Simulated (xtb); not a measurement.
xtb input (GFN2-xTB):

```bash
xtb mol.xyz --gfn 2 --ohess tight --chrg -1 --uhf 0
```
mol.xyz:
```
2

C      0.01794917    -0.07260892    -0.58618780
N     -0.06784108     0.06579691     0.59862200
```

Output:

```
           -------------------------------------------------
          |                Calculation Setup                |
           -------------------------------------------------

           -------------------------------------------------
          |                 G F N 2 - x T B                 |
           -------------------------------------------------

        Reference                      10.1021/acs.jctc.8b01176
      * Hamiltonian:
        H0-scaling (s, p, d)           1.850000    2.230000    2.230000
        zeta-weighting                 0.500000
      * Dispersion:
        s8                             2.700000
        a1                             0.520000
        a2                             5.000000
        s9                             5.000000
      * Repulsion:
        kExp                           1.500000    1.000000
        rExp                           1.000000
      * Coulomb:
        alpha                          2.000000
        third order                    shell-resolved
        anisotropic                    true
        a3                             3.000000
        a5                             4.000000
        cn-shift                       1.200000
        cn-exp                         4.000000
        max-rad                        5.000000

          ...................................................
          :                      SETUP                      :
          :.................................................:
          :  # basis functions                   8          :
          :  # atomic orbitals                   8          :
          :  # shells                            4          :
          :  # electrons                        10          :
          :  max. iterations                   250          :
          :  Hamiltonian                  GFN2-xTB          :
          :  restarted?                      false          :
          :  GBSA solvation                  false          :
          :  PC potential                    false          :
          :  electronic temp.          300.0000000     K    :
          :  accuracy                    1.0000000          :
          :  -> integral cutoff          0.2500000E+02      :
          :  -> integral neglect         0.1000000E-07      :
          :  -> SCF convergence          0.1000000E-05 Eh   :
          :  -> wf. convergence          0.1000000E-03 e    :
          :  Broyden damping             0.4000000          :
          :  net charge                         -1          :
          :  unpaired electrons                  0          :
          ...................................................

 iter      E             dE          RMSdq      gap      omega  full diag
   1     -5.1681570 -0.516816E+01  0.116E+01    4.65       0.0  T
   2     -5.1624905  0.566657E-02  0.838E+00    4.50       1.0  T
   3     -5.1388563  0.236342E-01  0.524E+00    4.40       1.0  T
   4     -5.1848614 -0.460051E-01  0.842E-01    4.41       1.0  T
   5     -5.1848973 -0.358937E-04  0.330E-01    4.45       1.0  T
   6     -5.1850241 -0.126806E-03  0.287E-02    4.46       2.5  T
[...]
Topologies differ in total number of bonds
Writing topology from bond orders to xtbtopo.mol

molecular dipole:
                 x           y           z       tot (Debye)
 q only:        0.066      -0.024      -0.276
   full:        0.061      -0.016      -0.204       0.542
molecular quadrupole (traceless):
                xx          xy          yy          xz          yz          zz
 q only:        0.632       0.018       0.622       0.157      -0.219      -1.254
  q+dip:        0.854       0.023       0.838       0.200      -0.297      -1.691
   full:        1.598       0.041       1.564       0.361      -0.557      -3.162

           -------------------------------------------------
          |                Geometry Summary                 |
           -------------------------------------------------

      molecular mass/u    :       26.0174391
   center of mass at/Å    :       -0.0282476       0.0019211       0.0518175
  moments of inertia/u·Å² :        0.3492870E-16   0.9310782E+01   0.9310782E+01
rotational constants/cm⁻¹ :        0.4826298E+18   0.1810550E+01   0.1810550E+01

 * 1 selected distances

     #   Z          #   Z                                           value/Å
     0   0          0   0                                         0.0000000 (max)
Molecule has the following symmetry elements: (Cinf) (sigma)
It seems to be the Cinfv point group

 * 0 distinct bonds (by element types)

   Z      Z             #   av. dist./Å        max./Å        min./Å

           -------------------------------------------------
          |               Frequency Printout                |
           -------------------------------------------------
 vibrational frequencies (cm⁻¹)
eigval :        0.00     0.00     0.00     0.00     0.00  2044.31
 reduced masses (amu)
   1: 12.93   2: 12.93   3: 13.09   4: 13.09   5: 13.09   6: 12.93
 IR intensities (km·mol⁻¹)
   1:  0.34   2:  0.34   3: 37.47   4: 37.47   5: 37.47   6: 23.67
 Raman intensities (Ä⁴*amu⁻¹)
   1:  0.00   2:  0.00   3:  0.00   4:  0.00   5:  0.00   6:  0.00
 output can be read by thermo (or use thermo option).
 writing <g98.out> molden fake output.
 recommended (thermochemical) frequency scaling factor: 1.0
           -------------------------------------------------
          |             Thermodynamic Functions             |
           -------------------------------------------------

cin symmetry found (for desy threshold:  0.10E+00) used in thermo

          ...................................................
          :                      SETUP                      :
          :.................................................:
          :  # frequencies                           1      :
          :  # imaginary freq.                       0      :
          :  linear?                              true      :
          :  only rotor calc.                    false      :
          :  symmetry                              cin      :
          :  rotational number                       1      :
          :  scaling factor                  1.0000000      :
          :  rotor cutoff                   50.0000000 cm⁻¹ :
          :  imag. cutoff                  -20.0000000 cm⁻¹ :
          :.................................................:

    mode    ω/cm⁻¹     T·S(HO)/kcal·mol⁻¹    T·S(FR)/kcal·mol⁻¹   T·S(vib)
   ------------------------------------------------------------------------
   ------------------------------------------------------------------------

   temp. (K)  partition function   enthalpy   heat capacity  entropy
                                   cal/mol     cal/K/mol   cal/K/mol   J/K/mol
 298.15  VIB   1.00                    0.304      0.010      0.001
         ROT   114.                  592.502      1.987     11.407
         INT   114.                  592.805      1.997     11.408
         TR   0.128E+27             1481.254      4.968     35.688
         TOT                        2074.0592     6.9655    47.0968   197.0530

       T/K    H(0)-H(T)+PV         H(T)/Eh          T*S/Eh         G(T)/Eh
   ------------------------------------------------------------------------
    298.15    0.330522E-02    0.796251E-02    0.223772E-01   -0.144147E-01
   ------------------------------------------------------------------------

         :::::::::::::::::::::::::::::::::::::::::::::::::::::
         ::                  THERMODYNAMIC                  ::
         :::::::::::::::::::::::::::::::::::::::::::::::::::::
         :: total free energy          -5.128034037604 Eh   ::
         ::.................................................::
         :: total energy               -5.113619336204 Eh   ::
         :: zero point energy           0.004657285352 Eh   ::
         :: G(RRHO) w/o ZPVE           -0.019071986753 Eh   ::
         :: G(RRHO) contrib.           -0.014414701401 Eh   ::
         :::::::::::::::::::::::::::::::::::::::::::::::::::::

optimized geometry written to: xtbopt.xyz

           -------------------------------------------------
          | TOTAL ENERGY               -5.113619336204 Eh   |
          | TOTAL ENTHALPY             -5.105656827178 Eh   |
          | TOTAL FREE ENERGY          -5.128034037604 Eh   |
          | GRADIENT NORM               0.000430915044 Eh/α |
          | HOMO-LUMO GAP               4.430508401799 eV   |
           -------------------------------------------------

------------------------------------------------------------------------
Note: The following floating-point exceptions are signalling: IEEE_DENORMAL
normal termination of xtb
------------------------------------------------------------------------
 total:
 SCF:
 ANC optimizer:
 analytical hessian:
```
